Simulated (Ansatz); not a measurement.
A nudged elastic band was laid between two geometries of BH3NS (6 atoms, charge 0, multiplicity 2).

Theory: Ansatz 0.2.0, UKS B3LYP/def2-SVP.

- movable images: 5
- climbing image: yes
- spring: 5.0 eV/Å²
- optimiser: quadratic models (default)
- start path: through a guess of the saddle point
- force threshold: 0.05 eV/Å
- iteration limit: 60
- end points: relaxed

Image 0:

```xyz
6
Properties=species:S:1:pos:R:3
N -0.627 0.085 -0.759
B -0.540 -0.446 0.518
S 0.786 -0.483 1.720
H -1.468 0.021 -1.322
H 0.134 0.575 -1.228
H 1.757 0.183 1.025
```

Image 6:

```xyz
6
Properties=species:S:1:pos:R:3
N -0.689 0.116 -0.882
B -0.204 -0.253 0.364
S 1.452 0.073 1.017
H -1.633 -0.103 -1.179
H -0.156 0.625 -1.585
H 1.272 -0.522 2.217
```

(1) Which bonds break or form, and what moves?

(2) Give the energies along the band, and the barrier.

(3) What is the geometry of the highest image?

(4) What are the harmonic wavenumbers there?

The band took 14 iterations and about 2.4 core-minutes.

## Answers

(1) No bond is made or broken. The dihedral N1–B2–S3–H6 goes from 0 to 180°.

(2) It converged. The highest image is number 3 of 0 to 6, 6.2 kcal/mol above the first end and 6.9 kcal/mol above the last; the last end lies 0.7 kcal/mol below the first. A vibrational analysis at the climbing image gives one clearly imaginary mode, 357i cm⁻¹: a first-order saddle point.

```
image  path coordinate (Å)  energy (kcal/mol)  dihedral N1–B2–S3–H6 (°)
    0                 0.00                0.0                         0
    1                 0.39                1.0                        19
    2                 0.79                4.1                        49
    3                 1.18                6.2                        84
    4                 1.65                4.0                       121
    5                 2.12                0.6                       152
    6                 2.59               -0.7                       180
```

(3) 
```xyz
6
Properties=species:S:1:pos:R:3
N -0.646 0.068 -0.793
B -0.492 -0.265 0.537
S 1.101 -0.769 1.336
H -1.540 0.331 -1.195
H 0.120 0.060 -1.468
H 1.499 0.511 1.536
```

(4) 357i, 316, 524, 596, 644, 767, 969, 1361, 1569, 2656, 3493, 3632 cm⁻¹.

The run took 2.4 min on 1 thread of Arm Neoverse V2, with other jobs on the host, peak memory 0.22 GiB.
